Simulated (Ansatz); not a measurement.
**SiCl (quartet): from Hartree-Fock to the top rungs, def2-QZVPP**

An exercise on one series of results from a longer session: the logs are not shown, and one member is left open.

Method: def2-QZVPP, core rule «outside noble gas», up to 10 orbitals frozen; program: Ansatz 0.2.0, Gaussian basis.

Plan: UHF; ROHF; CCSD(T) on UHF.

### The system

The geometry is a PBE0/def2-TZVP stationary point (not a proven minimum).

2 atoms, charge 0, spin multiplicity 4.

Atoms are counted from 1 here; the program's logs count them from 0.

Bond lengths: Si1–Cl2 2.058 Å.

Coordinates:

```xyz
2
charge 0, multiplicity 4
Si    0.0000    0.0000    0.0000
Cl    0.0000    0.0000    2.0579
```

The first run:

in.yaml reads:

```yaml
crystal:
  periodic: [false, false, false]
  atoms:
    - {symbol: Si, position_ang: [0.000000, 0.000000, 0.000000]}
    - {symbol: Cl, position_ang: [0.000000, 0.000000, 2.057900]}
basis:
  gaussian: {orbitals: "def2-QZVPP.json"}
magnetization: {spin_polarized: true, initial_magnetization: 3}
hamiltonian: {xc: hf}
output: {orbitals: {seedname: orbitals}}
```

On the command line:

```sh
ansatz run in.yaml --threads 1 --pin off --events-out ev --progress --plain --max-ram 2393MiB
```

Among the steps run: UHF; ROHF; CCSD(T) on UHF.

One of the session's tables, all rows but one given; the rest of the session is left out.

| method | from UCCSD(T) (meV) |
| --- | --- |
| ROHF | ? |
| UHF | +8077.2 |
| UMP2 | +1026.7 |
| UCCSD | +383.4 |
| UCCSD(T) | 0 |

Estimate the missing values for ROHF.

The run gave: from UCCSD(T) (meV): +8120.6. In the column «from UCCSD(T) (meV)» it is the highest.
